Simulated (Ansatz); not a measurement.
# C4H9N: the cost of one run

Method: UKS PBE-D4/6-31G, in Ansatz 0.2.0.

## Step 1: The system as given

Bond lengths: C1–C2 1.460 Å, C2–C3 1.476 Å, C2–C4 1.374 Å, C4–N5 1.413 Å, C1–H6 1.050 Å, C1–H7 1.118 Å, C1–H8 1.134 Å, C3–H9 1.151 Å, C3–H10 1.096 Å, C3–H11 1.105 Å, C4–H12 1.032 Å, N5–H13 1.017 Å, N5–H14 1.058 Å. Angles (14 of 21 angles, heavy atoms first): C1–C2–C3 112.4°, C1–C2–C4 129.3°, C3–C2–C4 118.3°, C2–C4–N5 123.6°, C2–C1–H6 115.2°, C2–C1–H7 110.3°, C2–C1–H8 110.7°, C2–C3–H9 112.2°, C2–C3–H10 113.3°, C2–C3–H11 113.8°, C2–C4–H12 122.2°, N5–C4–H12 114.1°, C4–N5–H13 113.6°, C4–N5–H14 114.7°.

Coordinates:

```xyz
14

C    -1.2629   -0.2501    0.6588
C     0.1110   -0.1612    0.1743
C     1.0818   -0.7256    1.1319
C     0.5842    0.3389   -1.0149
N    -0.2468    0.8740   -2.0252
H    -1.5951   -1.2195    0.8861
H    -1.4030    0.4067    1.5527
H    -1.9852    0.1782   -0.1036
H     1.0864   -0.1572    2.1324
H     0.8915   -1.7777    1.3736
H     2.1299   -0.6743    0.7860
H     1.5854    0.3110   -1.2646
H     0.1969    1.6071   -2.5723
H    -1.1870    1.2205   -1.6865
```

## Step 2: Relaxing end A

input.yaml reads:

```yaml
crystal:
  periodic: [false, false, false]
  atoms:
    - { symbol: C, position_ang: [-1.2629, -0.2501, 0.6588] }
    - { symbol: C, position_ang: [0.111, -0.1612, 0.1743] }
    - { symbol: C, position_ang: [1.0818, -0.7256, 1.1319] }
    - { symbol: C, position_ang: [0.5842, 0.3389, -1.0149] }
    - { symbol: "N", position_ang: [-0.2468, 0.874, -2.0252] }
    - { symbol: H, position_ang: [-1.5951, -1.2195, 0.8861] }
    - { symbol: H, position_ang: [-1.403, 0.4067, 1.5527] }
    - { symbol: H, position_ang: [-1.9852, 0.1782, -0.1036] }
    - { symbol: H, position_ang: [1.0864, -0.1572, 2.1324] }
    - { symbol: H, position_ang: [0.8915, -1.7777, 1.3736] }
    - { symbol: H, position_ang: [2.1299, -0.6743, 0.786] }
    - { symbol: H, position_ang: [1.5854, 0.311, -1.2646] }
    - { symbol: H, position_ang: [0.1969, 1.6071, -2.5723] }
    - { symbol: H, position_ang: [-1.187, 1.2205, -1.6865] }
magnetization:
  spin_polarized: true
basis:
  gaussian: { orbitals: "6-31G" }
hamiltonian:
  xc: pbe
  dispersion: d4
relax:
  f_tol: 0.02
  max_steps: 50
```

Run with:

```bash
ansatz run input.yaml --threads 1 --pin off --max-ram 2048MiB --backend cpu --events-out ev --progress --plain --runs-dir out
```

Q: Estimate wall time and peak memory on 1 thread of Arm Neoverse N1, shared host.

About 1.7 min, with a peak of 0.16 GiB.
